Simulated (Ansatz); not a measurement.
Geometry optimisation, RKS B3LYP-D4/6-31G* in Ansatz 0.2.0.

The input (input.yaml):

```yaml
crystal:
  periodic: [false, false, false]
  atoms:
    - { symbol: Al, position_ang: [0.334755, 0.0279, 0.005127] }
    - { symbol: "N", position_ang: [0.930325, -0.039024, 1.743839] }
    - { symbol: H, position_ang: [0.502736, -0.123275, 2.658516] }
    - { symbol: H, position_ang: [1.939311, 0.028005, 1.810056] }
    - { symbol: H, position_ang: [1.82071, 0.164478, -0.390405] }
    - { symbol: Cl, position_ang: [-1.572936, -0.058084, -0.855733] }
basis:
  gaussian: { orbitals: "6-31G*" }
hamiltonian:
  xc: b3lyp
  dispersion: d4
relax:
  f_tol: 0.03
  max_steps: 50
```

Command:

```bash
$ ansatz run input.yaml --threads 1 --pin off --max-ram 2048MiB --backend cpu --events-out ev --progress --plain --runs-dir out
```

Where does it end, and by what steps?

The run converged. After 8 steps the energy has fallen by 0.672 eV; H5 moved furthest, 0.63 Å.

| step | energy less start (eV) | largest force component (eV/Å) | accepted |
| --- | --- | --- | --- |
| 0 | 0.0000 | 2.163 | yes |
| 1 | -0.3800 | 1.082 | yes |
| 2 | -0.5549 | 0.456 | yes |
| 3 | -0.6097 | 0.485 | yes |
| 4 | -0.6605 | 0.492 | yes |
| 5 | -0.6604 | 0.364 | no |
| 6 | -0.6660 | 0.082 | yes |
| 7 | -0.6716 | 0.054 | yes |
| 8 | -0.6719 | 0.021 | yes |

```xyz
6
Properties=species:S:1:pos:R:3
Al 0.601 0.045 0.055
N 0.936 -0.040 1.788
H 0.237 -0.138 2.514
H 1.865 0.002 2.188
H 1.740 0.196 -1.017
Cl -1.424 -0.065 -0.557
```

Whether the end is a true minimum wasn't checked by a vibrational analysis.

Time of the run: 21 s on 1 thread of Arm Neoverse V1, on a shared host, peak memory 0.13 GiB.
